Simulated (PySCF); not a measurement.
Molecule: carbonyl fluoride (FC(=O)F, CF₂O).

Structure with atom numbers: `[O:1]=[C:2]([F:3])[F:4]`.

Geometry PBE0-D3(BJ)/def2-SVP throughout; GIAO in PySCF 2.14, gas phase, one conformer, non-relativistic; equivalent atoms averaged; basis pcSseg-2.

(1) How do the shifts δ (against H2O, TMS, CFCl3 at the same level) depend on the functional? (ppm; last column core-seconds on 1 thread of an Arm Neoverse V1, shared host; the GGAs took longer than the global hybrids here, which isn't the general rule, and the cause wasn't traced)

(2) Which nucleus moves most, in ppm?

## Answers

(1) 
| functional | kind | O1 | C2 | F3/F4 | core-s |
| --- | --- | --- | --- | --- | --- |
| HF | Hartree–Fock | 305.4 | 141.0 | 4.7 | 4.6 |
| LDA | LDA | 326.7 | 148.9 | -40.9 | 6.2 |
| PBE | GGA | 310.7 | 145.5 | -39.9 | 7.6 |
| BLYP | GGA | 312.3 | 145.8 | -40.5 | 7 |
| BP86 | GGA | 309.1 | 145.1 | -39.7 | 7.2 |
| OPBE | GGA | 297.0 | 140.6 | -33.9 | 7.8 |
| KT2 | GGA | 290.0 | 139.8 | -52.5 | 7.9 |
| KT3 | GGA | 286.2 | 138.1 | -45.0 | 8.1 |
| B97-D | GGA | 298.1 | 141.7 | -37.1 | 7.8 |
| B3LYP | global hybrid | 316.7 | 146.2 | -26.3 | 5.9 |
| PBE0 | global hybrid | 314.8 | 145.8 | -22.6 | 6.7 |
| mPW1PW91 | global hybrid | 315.6 | 145.9 | -21.2 | 5.8 |

(2) F3/F4 (fluorine bonded to C): from -52.5 ppm with KT2 to 4.7 ppm with HF. The smallest spread is 10.8 ppm, at C2.
